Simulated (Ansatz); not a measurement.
Two isomers of C4H6S: A = `C=CC(C)=S`, B = `C#CSCC`.

Program: Ansatz. Geometries: PBE0-D4/def2-TZVP. ΔE: electronic, gas phase. CCSD(T)/CBS adds triple-zeta CCSD(T) − MP2 to the extrapolated MP2 energy (def2 sets, frozen cores). Functionals use def2-TZVPP. B3LYP here is the variant with VWN-RPA as its local correlation; programs differ in this. One conformer a species, not always the lowest.

A:

Z-matrix (Å, degrees):
```
C
C 1 1.495
H 1 1.096 2 109.7
H 1 1.096 2 109.8 3 -116.6
H 1 1.087 2 111.6 3 121.6
C 2 1.467 1 114.2 3 58.9
S 2 1.627 1 121.8 3 -121.0
C 6 1.331 2 124.9 1 -180.0
H 6 1.088 2 115.7 1 0.1
H 8 1.085 6 120.3 2 -0.0
H 8 1.083 6 121.2 2 -180.0
```

B:

```xyz
11

C     0.172   -0.881   -2.537
C    -0.365   -0.110   -1.781
S    -1.158    0.969   -0.776
C    -0.045    0.973    0.663
C     0.052   -0.362    1.365
H     0.646   -1.557   -3.209
H     0.930    1.331    0.329
H    -0.478    1.739    1.311
H    -0.926   -0.693    1.717
H     0.723   -0.286    2.225
H     0.448   -1.124    0.692
```

(1) Which is lower in electronic energy at CCSD(T)/CBS, and by how much? (Best estimate.)

(2) Give E(B) − E(A) in kcal/mol with PBE0-D4, B3LYP, B2PLYP, PBE-D4, MP2/def2-TZVPP, ωB97M-V, CCSD/def2-TZVPP. (Estimate.)

Largest T1 diagnostic: 0.017.

Results:

(1) Computed: A, by 20.0 kcal/mol.

(2) The calculation gave: PBE0-D4 21.3, B3LYP 21.2, B2PLYP 20.0, PBE-D4 21.8, MP2/def2-TZVPP 17.7, ωB97M-V 19.8, CCSD/def2-TZVPP 19.7. None reverses the order clearly.
